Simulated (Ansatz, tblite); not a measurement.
**AlH2(CH2SiH3) (CH7AlSi): one state, many levels**

An exercise on one series of results from a longer session: the logs are not shown, and one member is left open.

Computed with Ansatz 0.2.0, Gaussian basis. Level: as each input shows.

Levels to be run: GFN1-xTB, GFN2-xTB, PBE-D4/def2-TZVP, r2SCAN-D4/def2-TZVP, PBE-QIDH/def2-TZVP, B97M-V/def2-TZVP, LDA/def2-TZVP, BHLYP-D4/def2-TZVP, B2PLYP/def2-TZVP, HF/def2-TZVP, r2SCAN0-D4/def2-TZVP, PBE-D4/def2-SVP, PBE0-D4/def2-SVP, HF/STO-3G, HF/6-31G, B3LYP-D4/6-31G, CCSD(T)/def2-TZVPP, MP2/def2-TZVP, RPA/def2-TZVP.

1 further run of the same task is left out (it didn't finish).

**The structure**

The singlet was relaxed beforehand with r2SCAN-D4/def2-TZVP.

10 atoms, charge 0, spin multiplicity 1.

Bond lengths: Al1–H2 1.586 Å, Al1–H3 1.586 Å, Al1–C4 1.947 Å, C4–Si5 1.868 Å, C4–H6 1.097 Å, C4–H7 1.097 Å, Si5–H8 1.489 Å, Si5–H9 1.489 Å, Si5–H10 1.488 Å. Angles: H2–Al1–H3 120.3°, H2–Al1–C4 119.8°, H3–Al1–C4 119.9°, Al1–C4–Si5 114.2°, Al1–C4–H6 109.9°, Al1–C4–H7 109.8°, Si5–C4–H6 107.3°, Si5–C4–H7 107.3°, H6–C4–H7 108.0°, C4–Si5–H8 110.5°, C4–Si5–H9 110.4°, C4–Si5–H10 112.6°, H8–Si5–H9 107.4°, H8–Si5–H10 107.8°, H9–Si5–H10 107.9°.

PBE0-D4/def2-TZVP was run before; its log isn't repeated, and its numbers join the tables.

The first run:

Tight binding, by tblite at 300 K electronic temperature and without a spin-polarisation term:

```python
tblite.interface.Calculator('GFN1-xTB', numbers, positions, charge=0, uhf=0).singlepoint()
```

Tight binding, by tblite at 300 K electronic temperature and without a spin-polarisation term:

```python
tblite.interface.Calculator('GFN2-xTB', numbers, positions, charge=0, uhf=0).singlepoint()
```

start.molden holds the orbitals of an earlier run on this state, given as this run's starting guess.

File in.yaml:

```yaml
crystal:
  periodic: [false, false, false]
  atoms:
    - {symbol: Al, position_ang: [0.855381, 1.427610, -0.688989]}
    - {symbol: H, position_ang: [2.440498, 1.424675, -0.623425]}
    - {symbol: H, position_ang: [0.056377, 2.798125, -0.699389]}
    - {symbol: C, position_ang: [-0.114308, -0.259618, -0.733210]}
    - {symbol: Si, position_ang: [-0.577368, -0.922627, 0.950692]}
    - {symbol: H, position_ang: [-1.043531, -0.141152, -1.303350]}
    - {symbol: H, position_ang: [0.493620, -1.025255, -1.229915]}
    - {symbol: H, position_ang: [0.641326, -1.135625, 1.779409]}
    - {symbol: H, position_ang: [-1.443050, 0.050073, 1.672714]}
    - {symbol: H, position_ang: [-1.308944, -2.216207, 0.875473]}
basis:
  gaussian: {orbitals: def2-TZVP, initial_orbitals: start.molden}
hamiltonian: {xc: pbe, dispersion: d4}
scf: {omitted_lower_state_checks: [starts]}
output: {forces: true, orbitals: {seedname: orbitals}}
```

Command:

```bash
$ ansatz run in.yaml --threads 4 --pin off --events-out ev --progress --plain --max-ram 3916MiB
```

Among the steps run: PBE-D4/def2-TZVP; r2SCAN-D4/def2-TZVP; PBE-QIDH/def2-TZVP; B97M-V/def2-TZVP; LDA/def2-TZVP; BHLYP-D4/def2-TZVP; B2PLYP/def2-TZVP; HF/def2-TZVP; r2SCAN0-D4/def2-TZVP; PBE-D4/def2-SVP; PBE0-D4/def2-SVP; HF/STO-3G; HF/6-31G; B3LYP-D4/6-31G; CCSD(T)/def2-TZVPP; MP2/def2-TZVP; RPA/def2-TZVP.

One of the session's tables, all rows but one given; the rest of the session is left out.

| method | binding an atom (eV) |
| --- | --- |
| HF/STO-3G | 3.556 |
| HF/6-31G | 2.205 |
| HF/def2-TZVP | 2.447 |
| HF/def2-TZVPP | 2.451 |
| LDA/def2-TZVP | 3.473 |
| PBE-D4/def2-SVP | 3.138 |
| PBE-D4/def2-TZVP | 3.134 |
| r2SCAN-D4/def2-TZVP | 3.167 |
| B97M-V/def2-TZVP | 3.201 |
| B3LYP-D4/6-31G | 2.997 |
| PBE0-D4/def2-SVP | 3.136 |
| PBE0-D4/def2-TZVP | 3.133 |
| r2SCAN0-D4/def2-TZVP | 3.152 |
| BHLYP-D4/def2-TZVP | 3.137 |
| MP2/def2-TZVP | 3.033 |
| CCSD/def2-TZVPP | 3.083 |
| CCSD(T)/def2-TZVPP | ? |

Estimate the missing values for CCSD(T)/def2-TZVPP.

The run gave: binding an atom (eV): 3.108. In the column «binding an atom (eV)» it lies between CCSD/def2-TZVPP (3.083) and PBE0-D4/def2-TZVP (3.133).

Among the levels timed on like hardware and quicker than the yardstick, those that no quicker one beats, quickest first: HF/STO-3G (0.1 s, +0.449 eV); PBE-D4/def2-SVP (0.65 s, +0.030 eV); PBE0-D4/def2-SVP (0.76 s, +0.028 eV); PBE0-D4/def2-TZVP (1.5 s, +0.025 eV).

Caveats from the session: Free atoms were run apart at each level; binding is atoms less cluster, divided by the number of atoms, without zero-point or spin-orbit terms. CCSD(T)/def2-TZVPP isn't at the basis-set limit; small misses against it rank nothing.
